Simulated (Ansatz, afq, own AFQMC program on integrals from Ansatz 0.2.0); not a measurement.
**CH4Ge, singlet: AFQMC among the cluster methods**

```yaml
atoms:
  - { symbol: Ge, position_ang: [0.0000, 0.0143, 0.2743] }
  - { symbol: C, position_ang: [0.0000, -0.1487, -1.6818] }
  - { symbol: H, position_ang: [0.0000, 1.4061, 0.9431] }
  - { symbol: H, position_ang: [1.2475, -0.7687, 0.7247] }
  - { symbol: H, position_ang: [-1.2475, -0.7687, 0.7247] }
  - { symbol: H, position_ang: [0.0000, 0.8692, -2.1231] }
```

Connectivity, by distances: GeH3–CH.

Basis 6-31G. Only valence electrons are correlated. Integrals, coupled cluster, full CI and functionals: Ansatz 0.2.0; the random walks run on the same integrals in our own AFQMC program. The CISD trial takes its coefficients from CCSD amplitudes. Released means that phaseless walkers are propagated on without the constraint, phases kept. Free projection: walkers drawn from exp(T), propagated without any constraint. Its projection time is finite, and what remains of the start isn't in its error. Uncertainties: one standard error, sampling alone. No spin–orbit coupling.

Determinant: RHF, the one that the program's search chose, which needn't be the lowest solution. The geometry is a point of a scan.

No full CI on the walks' own integrals is used here. The released AFQMC energy serves as the reference, which it does only where one determinant dominates, the energy is flat over the last release times and near the phaseless one (40 meV or 2 meV an electron, half that with transition metals). On small molecules, where full CI could be run and the noise was under 10 meV, such values lay within 10 meV of it in 19 cases of 20, a flattering rate, since the rule was set on those same cases; what remains of the bias isn't in the error bar.

Cautions: no relativity below Rb; no spin-orbit coupling; inner d shell frozen; higher spins were not checked; restricted determinant unstable towards unrestricted (UHF 649 meV lower, ⟨S²⟩ 0.81); the released value is read at 2.40 1/Eh with a noise of 13 meV, more than in the cases checked (meV from the phaseless value at times in 1/Eh: 6 ± 12 at 0.24, -1 ± 12 at 0.51, -2 ± 9 at 0.99, 3 ± 11 at 1.62, -11 ± 13 at 2.40).

The T1 diagnostic is 0.0150, the weight of the determinant in the CISD state is 0.883 and the size of the correlated space is 12 electrons in 31 orbitals.

```
  level  correlation energy (eV)
    MP2                  -3.2624
   CCSD                  -4.2993
CCSD(T)                  -4.3968
```

Problem. Estimate where AFQMC with the constraint released lies against CCSD(T) on the same integrals.

Solution. 6.3 ± 1.3 kJ/mol below CCSD(T).

Reference: AFQMC with the constraint released, correlation energy -4.462 ± 0.013 eV.

```csv
level,E − E(reference) (kJ/mol),share of correlation (%)
CCSD(T),6.3 ± 1.3,98.54
ph-AFQMC/HF,-11.8 ± 3.5,102.75
ph-AFQMC/CISD,1.1 ± 1.7,99.74
free AFQMC,2.5 ± 1.6,99.41
```

Free projections are given only where their last times agree within the noise and don't stop above the reference; a slow remainder of the start can still hide under it. A walk keeps the symmetry of its determinant, which the program's search chose and which needn't be the lowest solution, so a lower state of the same spin and another symmetry isn't excluded. Released energies are given only where the last usable release times agree within the noise; a slower fall can still hide under it.
